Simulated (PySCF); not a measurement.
## Magnetic susceptibility: `[NH2-]`, [H₂N]-, charge -1

Geometry:
```tsv
atom	x (Å)	y (Å)	z (Å)
N1	0.005	0.468	-0.002
H2	-0.776	-0.233	-0.069
H3	0.782	-0.237	0.059
```

Total charge -1.

The calculation used GIAO KT3/aug-pcSseg-2 magnetisability, rotational g tensor and spin-rotation constants, non-relativistic, gas phase in PySCF 2.14.0. Geometry: PBE0-D3(BJ)/def2-SVP.

For an ion the centre-of-mass motion in the field is neglected. The gap is small, so the large paramagnetic part is uncertain. The highest occupied orbital is unbound at this level, so the values depend on the basis.

**Question.** How diamagnetic is it, and how anisotropic?

**Answer.** Isotropic -373 × 10⁻³⁰ J/T², or -22.4 × 10⁻⁶ cm³/mol; principal values -446, -409, -263 × 10⁻³⁰ J/T², anisotropy 167 × 10⁻³⁰ J/T² (root of half the summed squared differences of the principal values). The susceptibility is in cgs units.

**Question.** Split it along the inertial axes a, b, c into diamagnetic and paramagnetic parts about the centre of mass, with the quadrupole moment.

**Answer.** 
```
axis  χ (10⁻⁶ cm³/mol)  diamagnetic (10⁻⁶ cm³/mol)  paramagnetic (10⁻⁶ cm³/mol)  summed x² of all electrons (Å²)  quadrupole Θ (D Å)
   a             -26.8                       -30.5                          3.7                              3.5               +4.23
   b             -15.9                       -30.6                         14.7                              3.5               +1.31
   c             -24.6                       -30.0                          5.3                              3.7               -5.53
```
Anisotropies 2χaa − χbb − χcc = -13.2 and 2χbb − χaa − χcc = +19.7 × 10⁻⁶ cm³/mol. Θ is traceless in Buckingham's convention.

**Question.** And the rotational g tensor?

**Answer.** 
```csv
axis,rotational constant (GHz),g,nuclear part,electronic part
a,580.5792,-0.0652,0.9371,-1.0022
b,410.1746,-1.8309,0.9995,-2.8304
c,240.3613,+0.3714,0.9736,-0.6023
```
Asymmetric top; isotopes 1H, 14N; no vibrational averaging.
